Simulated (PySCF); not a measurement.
Compound: C4H7F.
SMILES with atom numbers: `[CH3:1]/[CH:2]=[CH:3]/[CH2:4][F:5]` (hydrogens: H6, H7, H8 on C1; H9 on C2; H10 on C3; H11, H12 on C4)

Method used: PySCF 2.14.0, PBE0-D3(BJ)/def2-SVP geometry optimisation, gas phase.

(1) What internal coordinates does the optimisation give?

## Answers

(1) 
| bond | length (Å) | order |
| --- | --- | --- |
| C1–C2 | 1.491 | single |
| C2=C3 | 1.334 | double |
| C3–C4 | 1.491 | single |
| C4–F5 | 1.369 | single |
| C1–H6, C1–H7, C1–H8 | 1.102 | single |
| C2–H9 | 1.096 | single |
| C3–H10 | 1.098 | single |
| C4–H11, C4–H12 | 1.107 | single |

Bonds in one row agree within 0.01 Å and their mean is given. Orders are formal, as drawn. A selection of angles:
| angle | degrees |
| --- | --- |
| C2–C1–H6 | 111.1 |
| H6–C1–H7 | 108.1 |
| H6–C1–H8 | 106.3 |
| C1–C2–C3 | 125.3 |
| C1–C2–H9 | 117.2 |
| C3–C2–H9 | 117.5 |
| C2–C3–C4 | 124.3 |
| C2–C3–H10 | 120.5 |
| C4–C3–H10 | 115.3 |
| C3–C4–F5 | 112.0 |
| C3–C4–H11 | 110.4 |
| F5–C4–H11 | 108.6 |
| F5–C4–H12 | 108.4 |
| H11–C4–H12 | 106.9 |

Dihedral angles: C1–C2–C3–C4 180° (antiperiplanar); C2–C3–C4–F5 1° (synperiplanar).

The 5 heavy atoms lie in one plane (0.003 Å rms). Of the pairs four or more bonds apart, F5···H9 is among the closest relative to their van der Waals radii: 2.38 Å, 89 % of the sum of Bondi's values. The C–C distances run from 1.334 Å (C2=C3, drawn double) to 1.491 Å (C1–C2, drawn single), a spread of 0.157 Å.

Point group: Cs (every atom within 0.08 Å of its image). Not checked by PBE0-D3(BJ)/def2-SVP frequencies. The numbers are those of one conformer.
